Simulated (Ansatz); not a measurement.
# AlB2: the cost of one run

Computed with Ansatz 0.2.0, Gaussian basis. Level: def2-QZVPP, core rule «outside noble gas», up to 7 orbitals frozen.

The runs, in order: UHF; ROHF; CCSD(T) on UHF.

3 further runs of the same task are left out: 1 that didn't finish, 2 set aside as unsound or not needed.

**1. The geometry**

The geometry is a PBE0/def2-TZVP stationary point (not a proven minimum) of the parent state, kept for this charge and spin.

3 atoms, charge 1, spin multiplicity 5.

Atoms are counted from 1 here; the program's logs count them from 0.

Bond lengths: B1–Al2 1.991 Å, Al2–B3 2.196 Å. Angles: B1–Al2–B3 167.6°.

**2. UHF**

The input, in.yaml:

```yaml
crystal:
  periodic: [false, false, false]
  atoms:
    - {symbol: B, position_ang: [0.000000, -0.081258, -2.046822]}
    - {symbol: Al, position_ang: [0.000000, 0.149822, -0.069340]}
    - {symbol: B, position_ang: [0.000000, -0.068564, 2.116162]}
basis:
  gaussian: {orbitals: "def2-QZVPP.json"}
total_charge: 1
magnetization: {spin_polarized: true, initial_magnetization: 4}
hamiltonian: {xc: hf}
output: {orbitals: {seedname: orbitals}}
```

Command:

```console
$ ansatz run in.yaml --threads 1 --pin off --events-out ev --progress --plain --max-ram 2393MiB
```

Q: Estimate wall time and peak memory on 1 thread of Arm Neoverse V2, shared host.

About 61 s, with a peak of 0.38 GiB.
